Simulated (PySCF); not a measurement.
**Variants of one PySCF input: NaN**

Base input, run as `OMP_NUM_THREADS=1 python input.py` with PySCF 2.14:

```python
from pyscf import gto, scf
from pyscf.geomopt.geometric_solver import optimize

mol = gto.M(
    atom='Na 0 0 0; N 0 0 2.119',
    basis='6-31g*',
    charge=0,
    spin=2,
    verbose=4,
)
mf = scf.ROHF(mol)
mf = mf.density_fit(auxbasis='def2-universal-jkfit')
mf.kernel()
mol_eq = optimize(mf, maxsteps=30)
print('optimised geometry (angstrom)')
print(mol_eq.tostring('raw'))
print('orbital energies (hartree):', mf.mo_energy[..., max(0, mol.nelec[1]-3):mol.nelec[0]+3].round(4))
```

Base result: E(SCF) = -216.187113 Eh, 11 cycles, all at the start geometry; optimised bond 2.217 Å with E = -216.188400 Eh after 5 steps. The last line lists the levels of the start geometry. No search for the lowest solution was made.

Hardware: Arm Neoverse V1, 1 thread, shared host. Wall time 1.9 s, peak memory 0.14 GiB.

Each row names what differs from the base; energies in brackets are changes from the base.

| change | result | wall time (s) |
| --- | --- | --- |
| basis set: 6-31g* → jorge-dzp-dkh; spin-free X2C: off → on | E(SCF) = -216.446528 Eh, 12 cycles, all at the start geometry; optimised bond 2.217 Å with E = -216.447835 Eh after 5 steps | 2.4 |
| length unit: angstrom → bohr [unsound on purpose] | the SCF does not converge, then it stops with RuntimeError (Nuclear gradients of <pyscf.scf.hf.DFROHF_Scanner object> not converged) after the SCF | 1.6 |
| basis set: 6-31g* → crenbl; core potential: off → on | E(SCF) = -57.037001 Eh, 10 cycles, all at the start geometry; optimised bond 2.227 Å with E = -57.038605 Eh after 5 steps | 1.9 |
| geometry: bond 2.119 → bond 3.179 [stretched restricted solution, likely unstable] | the SCF does not converge, then it stops with RuntimeError (Nuclear gradients of <pyscf.scf.hf.DFROHF_Scanner object> not converged) after the SCF | 1.7 |
| step after the SCF: optimize → gradient | E(SCF) = -216.187113 Eh (+0.0000 eV), 11 cycles, μz(SCF) = -8.01 D, gradient on the second atom -0.0147 Eh/bohr | 0.93 |
| electric field along z (a.u.): none → -0.01; step after the SCF: optimize → analyze | E(SCF) = -216.220119 Eh (-0.8981 eV), 10 cycles, μz(SCF) = -8.70 D | 0.86 |
| cycle limit: 50 → 8 | the SCF does not converge, then it stops with RuntimeError (Nuclear gradients of <pyscf.scf.hf.DFROHF_Scanner object> not converged) after the SCF | 1.4 |
| geometry: bond 2.119 → bond 2.055 | E(SCF) = -216.184579 Eh (+0.0689 eV), 11 cycles, all at the start geometry; optimised bond 2.217 Å with E = -216.188400 Eh after 5 steps | 1.9 |
| basis set: 6-31g* → cc-pvdz-dk; spin-free X2C: off → on | the SCF does not converge, then it stops with RuntimeError (Nuclear gradients of <pyscf.scf.hf.DFsfX2C1eROHF_Scanner object> not converged) after the SCF | 1.2 |
| charge: 0 → 1; spin (2S): 2 → 1 [another spin of the ion may lie lower] | E(SCF) = -215.904625 Eh (+7.6869 eV), 9 cycles, all at the start geometry; optimised bond 2.612 Å with E = -215.918673 Eh after 8 steps | 2.2 |
| second-order solver: off → on | E(SCF) = -216.187113 Eh (+0.0000 eV), 2 cycles, all at the start geometry; optimised bond 2.217 Å with E = -216.188400 Eh after 5 steps | 1.9 |
| DIIS space: default → off [unsound on purpose] | the SCF does not converge, then it stops with RuntimeError (Nuclear gradients of <pyscf.scf.hf.DFROHF_Scanner object> not converged) after the SCF | 1.7 |
| step after the SCF: optimize → mp2; SCF type: ROHF → UHF; frozen orbitals: default → 2 | the SCF does not converge, then it stops with NotImplementedError after the SCF | 0.98 |
| step after the SCF: optimize → ccsd(t); frozen orbitals: default → 2 | E(SCF) = -216.187113 Eh (+0.0000 eV), 11 cycles, E(CCSD) − E(SCF) = -0.13660 Eh, (T) = -0.00342 Eh, μz(SCF) = -8.01 D | 6.4 |
| spin-free X2C: off → on [basis contracted without relativity] | E(SCF) = -216.407449 Eh, 13 cycles, all at the start geometry; optimised bond 2.216 Å with E = -216.408694 Eh after 5 steps | 2.2 |
| basis set: 6-31g* → 6-31+g* | the SCF does not converge, then it stops with RuntimeError (Nuclear gradients of <pyscf.scf.hf.DFROHF_Scanner object> not converged) after the SCF | 1.9 |
| step after the SCF: optimize → tda; SCF type: ROHF → UHF; number of roots: default → 6 | not converged: SCF after 50 cycles | 2 |
| convergence threshold: default → 1e-16 [unsound on purpose] | the SCF does not converge, then it stops with RuntimeError (Nuclear gradients of <pyscf.scf.hf.DFROHF_Scanner object> not converged) after the SCF | 1.8 |
| PCM solvent, dielectric constant: none → 32.6; step after the SCF: optimize → analyze | E(SCF) = -216.219015 Eh (-0.8681 eV), 11 cycles, μz(SCF) = -9.18 D | 2 |
| geometry: bond 2.119 → bond 4.238 [stretched restricted solution, likely unstable] | the SCF does not converge, then it stops with RuntimeError (Nuclear gradients of <pyscf.scf.hf.DFROHF_Scanner object> not converged) after the SCF | 1.8 |
| spin (2S): 2 → 0 | E(SCF) = -216.096381 Eh (+2.4689 eV), 9 cycles, all at the start geometry; optimised bond 2.189 Å with E = -216.097091 Eh after 4 steps | 1.7 |

Problem. Order these changes by how far they move the SCF energy from the base, largest first: (1) PCM solvent, dielectric constant: none → 32.6; step after the SCF: optimize → analyze; (2) electric field along z (a.u.): none → -0.01; step after the SCF: optimize → analyze; (3) geometry: bond 2.119 → bond 2.055.

Solution. (2) -0.8981 eV, (1) -0.8681 eV, (3) +0.0689 eV.
